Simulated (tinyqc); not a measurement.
Worked calculation: LCCD on RHF in the sto-3g basis, frozen core, for HF, spin multiplicity 1. One step of it, computed by the program tinyqc.

Problem. Orthogonalisation. S = U s U^T; symmetric (Loewdin) form X = U s^(-1/2) U^T, so that X^T S X = 1.

overlap S, order 1F 1s, 1F 2s, 1F 2px, 1F 2py, 1F 2pz, 2H 1s:
$$\begin{pmatrix}
1.000000 & 0.237990 & 0.000000 & 0.000000 & 0.000000 & 0.058887 \\
0.237990 & 1.000000 & 0.000000 & 0.000000 & 0.000000 & 0.499946 \\
0.000000 & 0.000000 & 1.000000 & 0.000000 & 0.000000 & 0.000000 \\
0.000000 & 0.000000 & 0.000000 & 1.000000 & 0.000000 & 0.000000 \\
0.000000 & 0.000000 & 0.000000 & 0.000000 & 1.000000 & 0.373447 \\
0.058887 & 0.499946 & 0.000000 & 0.000000 & 0.373447 & 1.000000
\end{pmatrix}$$

Give: eigenvalues of S; X.

Solution.

eigenvalues of S: [0.361, 0.846, 1.000, 1.000, 1.120, 1.673]

X, order 1F 1s, 1F 2s, 1F 2px, 1F 2py, 1F 2pz, 2H 1s:
$$\begin{pmatrix}
1.024 & -0.136 & 0.000 & 0.000 & -0.009 & 0.025 \\
-0.136 & 1.161 & 0.000 & 0.000 & 0.102 & -0.346 \\
0.000 & 0.000 & 1.000 & 0.000 & 0.000 & 0.000 \\
0.000 & 0.000 & 0.000 & 1.000 & 0.000 & 0.000 \\
-0.009 & 0.102 & 0.000 & 0.000 & 1.075 & -0.254 \\
0.025 & -0.346 & 0.000 & 0.000 & -0.254 & 1.210
\end{pmatrix}$$
